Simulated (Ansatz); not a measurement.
Geometry optimisation, RKS B3LYP-D4/def2-mTZVP (Ansatz).

The input (input.yaml):

```yaml
crystal:
  periodic: [false, false, false]
  atoms:
    - { symbol: Si, position_ang: [-1.115866, 0.021289, 0.451634] }
    - { symbol: S, position_ang: [2.127239, -0.299185, -0.727252] }
    - { symbol: H, position_ang: [-1.090191, -1.450207, 0.283919] }
    - { symbol: H, position_ang: [-2.422712, 0.399185, 1.046885] }
    - { symbol: O, position_ang: [-0.839138, 0.83211, -0.972514] }
    - { symbol: H, position_ang: [1.609067, 0.377504, 0.327432] }
    - { symbol: H, position_ang: [-0.04221, 0.441098, 1.320343] }
    - { symbol: H, position_ang: [3.093257, -0.875954, 0.02922] }
    - { symbol: H, position_ang: [-1.319445, 0.55426, -1.759766] }
basis:
  gaussian: { orbitals: def2-mTZVP }
hamiltonian:
  xc: b3lyp
  dispersion: d4
relax:
  f_tol: 0.03
  max_steps: 50
```

Run as:

```bash
$ ansatz run input.yaml --threads 2 --pin off --max-ram 3072MiB --backend cpu --events-out ev --progress --plain --runs-dir out
```

Task: Where does it end, and by what steps?

Result: It converged. The force dipped under the threshold on the way, but the program's further checks kept it going. After 29 steps the energy has fallen by 0.170 eV; H6 moved furthest, 1.20 Å.

| step | energy less start (eV) | largest force component (eV/Å) | accepted |
| --- | --- | --- | --- |
| 0 | 0.0000 | 0.696 | yes |
| 2 | -0.0449 | 0.998 | no |
| 4 | -0.1096 | 0.068 | yes |
| 6 | -0.1230 | 0.063 | yes |
| 8 | -0.1280 | 0.091 | yes |
| 10 | -0.1411 | 0.075 | yes |
| 12 | -0.1442 | 0.140 | yes |
| 14 | -0.1489 | 0.094 | yes |
| 16 | -0.1500 | 0.050 | yes |
| 18 | -0.1506 | 0.039 | yes |
| 20 | -0.1520 | 0.368 | yes |
| 22 | -0.1649 | 0.042 | yes |
| 24 | -0.1540 | 0.719 | no |
| 26 | -0.1675 | 0.020 | yes |
| 28 | -0.1696 | 0.060 | yes |
| 29 | -0.1704 | 0.016 | yes |

```xyz
9
Properties=species:S:1:pos:R:3
Si -1.326 -0.002 0.596
S 2.595 -0.909 -0.648
H -1.508 -1.447 0.316
H -2.667 0.613 0.767
O -0.482 0.759 -0.629
H 1.526 -0.087 -0.777
H -0.515 0.186 1.815
H 3.313 0.014 0.033
H -0.936 0.873 -1.472
```

Run time: 54 s on 2 threads of Arm Neoverse V1 (shared host), peak memory 0.16 GiB.
